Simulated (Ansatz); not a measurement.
A structure relaxed at PBE0-D4/def2-TZVP, charge 0, multiplicity 1:

Cartesian coordinates in Å:
```
N 0.154 1.035 0.060
Si 0.022 -0.652 -0.055
F -1.469 -1.220 0.117
H -0.107 1.643 -0.698
H 0.133 1.511 0.946
H 0.813 -1.256 1.039
H 0.455 -1.061 -1.409
```

**Question.** Give its formula and SMILES.

**Answer.** FH4NSi, `N[SiH2]F`.

**Question.** Point group (tolerance 0.08 Å, 0.16 Å for H)?

**Answer.** Cs.

**Question.** Summarise the bond lengths by kind.

**Answer.** 1 × N–Si 1.695 Å; 2 × H–N 1.006 Å; 1 × F–Si 1.605 Å; 2 × H–Si 1.479 Å.

Program: Ansatz 0.2.0.
